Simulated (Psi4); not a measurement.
# C4H8O2 (1,4-dioxane) at PBE/6-31G(d) (spherical functions)

Aim: the vertical ionisation energy of C4H8O2 (1,4-dioxane) at PBE/6-31G* (spherical functions), from 2 runs. 

Program for the calculation: Psi4 1.11.

1 further run of the same task is left out (set aside as unsound or not needed).

### 1 The molecule

C4H8O2: 14 atoms, total charge 0, spin state singlet. SMILES: `C1COCCO1`. The coordinates come from a PBE0-D4/def2-TZVP relaxation. This is one conformer, not always the lowest.

Bond lengths: C1–C2 1.512 Å, C2–O3 1.411 Å, O3–C4 1.411 Å, C4–C5 1.512 Å, C1–O6 1.411 Å, C5–O6 1.411 Å, C1–H7 1.101 Å, C1–H8 1.092 Å, C2–H9 1.101 Å, C2–H10 1.092 Å, C4–H11 1.092 Å, C4–H12 1.101 Å, C5–H13 1.092 Å, C5–H14 1.101 Å. Some angles: C1–C2–O3 110.8°, C2–C1–O6 110.8°, C2–O3–C4 110.4°, O3–C4–C5 110.8°, C4–C5–O6 110.8°, C1–O6–C5 110.4°, C1–C2–H9 109.5°, C1–C2–H10 110.9°, O3–C2–H9 109.9°, O3–C2–H10 107.1°.

### 2 Energy and gradient at PBE/6-31G(d) (spherical functions)

File c4h8o2.xyz:

```xyz
14
C4H8O2
C      0.075620     1.378970     0.084180
C      1.271750     0.472860     0.270990
O      0.873400    -0.783850     0.773660
C     -0.075620    -1.378970    -0.084180
C     -1.271750    -0.472860    -0.270990
O     -0.873400     0.783850    -0.773660
H     -0.382830     1.588760     1.062700
H      0.372440     2.325260    -0.373450
H      1.789570     0.344670    -0.691890
H      1.973270     0.898690     0.991770
H     -0.372440    -2.325260     0.373450
H      0.382830    -1.588760    -1.062700
H     -1.973260    -0.898690    -0.991770
H     -1.789560    -0.344670     0.691890
```

File run.py:

```python
import psi4

psi4.set_memory('2200 MB')
psi4.set_num_threads(1)
psi4.set_output_file('c4h8o2.out', False)

with open('c4h8o2.xyz') as f:
    atoms = ''.join(f.readlines()[2:])
geom = psi4.geometry('0 1\n' + atoms + 'symmetry c1')

options = {'basis': '6-31G*', 'reference': 'rks', 'puream': True, 'e_convergence': 1e-09, 'd_convergence': 1e-08, 'scf_type': 'pk', 'dft_radial_points': 99, 'dft_spherical_points': 590}
psi4.set_options(options)

e_tot, wfn = psi4.gradient("PBE", return_wfn=True)
print('gradient / Eh bohr^-1')
print(e_tot.np.round(6))
print(f'energy = {wfn.energy():.10f} Eh')
```

Started as:

```console
python run.py
```

c4h8o2.out:

```text
[...]
  Running in c1 symmetry.
[...]
  Nuclear repulsion =  265.826298846471218
[...]
  Multiplicity = 1
[...]
  Nalpha       = 24
  Nbeta        = 24
[...]
    Number of basis functions: 100
[...]
   @RKS iter   1:  -306.90548447605568    2.26479e-02   8.38007e-03 DIIS/ADIIS
[...]
   @RKS iter  10:  -307.27603668700766   -8.24230e-12   4.63575e-09 DIIS
[...]
    Orbital Energies [Eh]
    ---------------------
    Doubly Occupied:
       1A    -18.768747     2A    -18.768703     3A     -9.928510
       4A     -9.928480     5A     -9.928467     6A     -9.928442
       7A     -0.970006     8A     -0.931823     9A     -0.708480
      10A     -0.625007    11A     -0.601085    12A     -0.515412
      13A     -0.452891    14A     -0.433912    15A     -0.426330
      16A     -0.422636    17A     -0.391431    18A     -0.350262
      19A     -0.323646    20A     -0.314533    21A     -0.308866
      22A     -0.250843    23A     -0.227088    24A     -0.185789
[...]
  @RKS Final Energy:  -307.27603668700766
   => Energetics <=
    Nuclear Repulsion Energy =            265.8262988464712180
    One-Electron Energy =                -945.1161248645690875
    Two-Electron Energy =                 413.5983687302726253
    DFT Exchange-Correlation Energy =     -41.5845793991824308
    Empirical Dispersion Energy =           0.0000000000000000
    VV10 Nonlocal Energy =                  0.0000000000000000
    Total Energy =                       -307.2760366870076609
[...]
 Multipole Moments:
 ------------------------------------------------------------------------------------
     Multipole            Electronic (a.u.)      Nuclear  (a.u.)        Total (a.u.)
 ------------------------------------------------------------------------------------
 L = 1.  Multiply by 2.5417464519 to convert [e a0] to [Debye]
 Dipole X            :         -0.0000184            0.0000170           -0.0000013
 Dipole Y            :         -0.0000011           -0.0000000           -0.0000011
 Dipole Z            :          0.0000000           -0.0000000            0.0000000
 Magnitude           :                                                    0.0000017
[...]
  -Total Gradient:
     Atom            X                  Y                   Z
    ------   -----------------  -----------------  -----------------
       1       -0.001415723336    -0.002373078878    -0.001664055215
       2       -0.002042462694    -0.002379902854     0.000760962645
       3       -0.004996787843     0.006206099439    -0.013385885092
       4        0.001415209151     0.002373027476     0.001664278894
       5        0.002037611937     0.002379094927    -0.000761370048
       6        0.004996534276    -0.006206451551     0.013385985611
       7        0.002569147045    -0.001723118899    -0.007504427365
       8       -0.001392279721    -0.006899115083     0.003351928813
       9       -0.003768475719     0.000070968829     0.007183568735
      10       -0.005362412221    -0.002384705584    -0.005134115741
      11        0.001392310681     0.006899120127    -0.003351948069
      12       -0.002569200072     0.001723159463     0.007504410820
[...]
```

Standard output:

```text
gradient / Eh bohr^-1
[[-1.4160e-03 -2.3730e-03 -1.6640e-03]
 [-2.0420e-03 -2.3800e-03  7.6100e-04]
 [-4.9970e-03  6.2060e-03 -1.3386e-02]
 [ 1.4150e-03  2.3730e-03  1.6640e-03]
 [ 2.0380e-03  2.3790e-03 -7.6100e-04]
 [ 4.9970e-03 -6.2060e-03  1.3386e-02]
 [ 2.5690e-03 -1.7230e-03 -7.5040e-03]
 [-1.3920e-03 -6.8990e-03  3.3520e-03]
 [-3.7680e-03  7.1000e-05  7.1840e-03]
 [-5.3620e-03 -2.3850e-03 -5.1340e-03]
 [ 1.3920e-03  6.8990e-03 -3.3520e-03]
 [-2.5690e-03  1.7230e-03  7.5040e-03]
 [ 5.3660e-03  2.3860e-03  5.1360e-03]
 [ 3.7710e-03 -7.1000e-05 -7.1860e-03]]
energy = -307.2760366870 Eh
```

Wall time 66 s (1 thread of Intel Xeon Platinum 8259CL at 2.50GHz (Skylake/Cascade Lake), shared host); peak memory 1.1 GiB.

### 3 The doublet cation, same level

File input.in:

```
memory 2200 MB

molecule mol {
  1 2
  C      0.075620     1.378970     0.084180
  C      1.271750     0.472860     0.270990
  O      0.873400    -0.783850     0.773660
  C     -0.075620    -1.378970    -0.084180
  C     -1.271750    -0.472860    -0.270990
  O     -0.873400     0.783850    -0.773660
  H     -0.382830     1.588760     1.062700
  H      0.372440     2.325260    -0.373450
  H      1.789570     0.344670    -0.691890
  H      1.973270     0.898690     0.991770
  H     -0.372440    -2.325260     0.373450
  H      0.382830    -1.588760    -1.062700
  H     -1.973260    -0.898690    -0.991770
  H     -1.789560    -0.344670     0.691890
  units angstrom
  symmetry c1
  no_reorient
  no_com
}

set basis 6-31G*
set reference uks
set puream true
set e_convergence 1e-09
set d_convergence 1e-08
set scf_type pk
set dft_radial_points 99
set dft_spherical_points 590
set maxiter 100

e, wfn = gradient('pbe', return_wfn=True)
```

Started as:

```console
psi4 -n 1 input.in input.out
```

input.out:

```text
[...]
  Running in c1 symmetry.
[...]
  Nuclear repulsion =  265.826298846471218
[...]
  Multiplicity = 2
[...]
  Nalpha       = 24
  Nbeta        = 23
[...]
    Number of basis functions: 100
[...]
   @UKS iter   1:  -306.75690282064676    1.71230e-01   6.34991e-03 ADIIS/DIIS
[...]
   @UKS iter  12:  -306.96917678664181   -6.08225e-12   4.64144e-09 DIIS
[...]
   @S^2 Observed:                7.513422046E-01
[...]
    Orbital Energies [Eh]
    ---------------------
    Alpha Occupied:
       1A    -19.058928     2A    -19.058884     3A    -10.166171
       4A    -10.166140     5A    -10.166132     6A    -10.166107
       7A     -1.238958     8A     -1.203948     9A     -0.950169
      10A     -0.870555    11A     -0.842694    12A     -0.749101
      13A     -0.694856    14A     -0.686985    15A     -0.660147
      16A     -0.648968    17A     -0.639956    18A     -0.581997
      19A     -0.579180    20A     -0.552380    21A     -0.541840
      22A     -0.496234    23A     -0.493515    24A     -0.457924
    Alpha Virtual:
      25A     -0.165426    26A     -0.123810    27A     -0.106260
[...]
  @UKS Final Energy:  -306.96917678664181
   => Energetics <=
    Nuclear Repulsion Energy =            265.8262988464712180
    One-Electron Energy =                -933.4289348077420527
    Two-Electron Energy =                 401.8411667318923719
    DFT Exchange-Correlation Energy =     -41.2077075572633760
    Empirical Dispersion Energy =           0.0000000000000000
    VV10 Nonlocal Energy =                  0.0000000000000000
    Total Energy =                       -306.9691767866418104
[...]
 Multipole Moments:
 ------------------------------------------------------------------------------------
     Multipole            Electronic (a.u.)      Nuclear  (a.u.)        Total (a.u.)
 ------------------------------------------------------------------------------------
 L = 1.  Multiply by 2.5417464519 to convert [e a0] to [Debye]
 Dipole X            :         -0.0000348            0.0000378            0.0000030
 Dipole Y            :         -0.0000004           -0.0000000           -0.0000004
 Dipole Z            :         -0.0000005           -0.0000000           -0.0000005
 Magnitude           :                                                    0.0000030
[...]
  -Total Gradient:
     Atom            X                  Y                   Z
    ------   -----------------  -----------------  -----------------
       1        0.025815766721    -0.024451669642     0.001479304905
       2       -0.030819125253     0.017575522350    -0.002789577834
       3        0.009052488048    -0.006766072901     0.000952435294
       4       -0.025816465316     0.024451660203    -0.001479242076
       5        0.030814275950    -0.017576761741     0.002789291094
       6       -0.009052640014     0.006766002275    -0.000952319319
       7        0.000704508045     0.001697154086    -0.005194354131
       8       -0.003997456578    -0.003967984762     0.003253276901
       9        0.000425227233    -0.000148265573     0.005487247647
      10       -0.001812609877    -0.004017442417    -0.004786540998
      11        0.003997513011     0.003968004079    -0.003253312253
      12       -0.000704543118    -0.001697148264     0.005194358309
[...]
```

Wall time 2.1 min (1 thread of Intel Xeon Platinum 8259CL at 2.50GHz (Skylake/Cascade Lake), shared host); peak memory 1.1 GiB.

### 4 Summary of results

At PBE/6-31G* (spherical functions):

| quantity | value |
| --- | --- |
| singlet C4H8O2: total energy | -307.27604 Eh |
| singlet C4H8O2: dipole moment | 0.00 D |
| singlet C4H8O2: HOMO energy | -5.06 eV |
| singlet C4H8O2: LUMO energy | 1.87 eV |
| singlet C4H8O2: HOMO–LUMO gap | 6.93 eV |
| singlet C4H8O2: largest force on an atom | 0.801 eV/Å |
| doublet cation: total energy | -306.96918 Eh |
| doublet cation: HOMO energy (highest over α and β) | -12.46 eV |
| doublet cation: LUMO energy (lowest over α and β) | -11.65 eV |
| doublet cation: ⟨S²⟩ | 0.751 |
| doublet cation: largest force on an atom | 1.830 eV/Å |
| vertical ionisation energy (to the doublet cation) | 8.350 eV |

**Reading.** Removing an electron at fixed nuclei costs 8.35 eV (193 kcal/mol). The largest force (singlet C4H8O2) is 0.80 eV/Å: the shape isn't a stationary point for this species at this level. The negative HOMO energy of the first species, 5.06 eV, lies 3.29 eV below that difference.
